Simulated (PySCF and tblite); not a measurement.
Values are calculated unless marked as measured or tabulated.
C₃H₈O, numbered as in [CH3:1][CH2:2][CH2:3][OH:4].

Geometries PBE0-D3(BJ)/def2-SVP; weights from PBE0-D3(BJ)/def2-TZVP energies and GFN2-xTB thermal corrections, with symmetry numbers and mirror pairs. Conformers within 4 kcal/mol (GFN2-xTB free energy) were kept, 7 at most. GIAO shieldings: PBE0/pcSseg-2. Shifts are against TMS (¹H), TMS (¹³C) at the same level. Codes: tblite and PySCF.

(1) Predict the averaged NMR shifts at 298.15 K.

(2) How do the conformers differ?

H on N, O and S are left out: they exchange, and hydrogen bonds move them by several ppm. Shifts are unscaled: against experiment ¹³C can be off by 15 ppm or more and ¹H by 0.8 ppm.

Answers

(1) ¹H: 3.56 (H3, 2H), 1.48 (H2, 2H), 0.95 (H1, 3H) ppm. ¹³C: 68.9 (C3), 30.8 (C2), 11.8 (C1) ppm.

(2) Torsions listed: C1–C2–C3–O4, C2–C3–O4–H4. Of a mirror pair one member is shown.
| conformer | shape | weight % |
| --- | --- | --- |
| 1 | -61°, 175° | 24.7 |
| 2 | -62°, 67° | 21.3 |
| 3 | -177°, -60° | 21.2 |
| 4 | 58°, 62° | 21.1 |
| 5 | 180°, -179° | 11.7 |

| signal | 1 | 2 | 3 | 4 | 5 | average |
| --- | --- | --- | --- | --- | --- | --- |
| H1 | 1.04 | 0.90 | 0.85 | 1.05 | 0.85 | 0.95 |
| H2 | 1.52 | 1.46 | 1.47 | 1.39 | 1.61 | 1.48 |
| H3 | 3.70 | 3.55 | 3.42 | 3.57 | 3.55 | 3.56 |
| C1 | 12.7 | 11.3 | 11.2 | 12.0 | 11.5 | 11.8 |
| C2 | 28.9 | 29.9 | 33.3 | 32.6 | 28.9 | 30.8 |
| C3 | 68.0 | 68.2 | 70.6 | 68.2 | 70.6 | 68.9 |
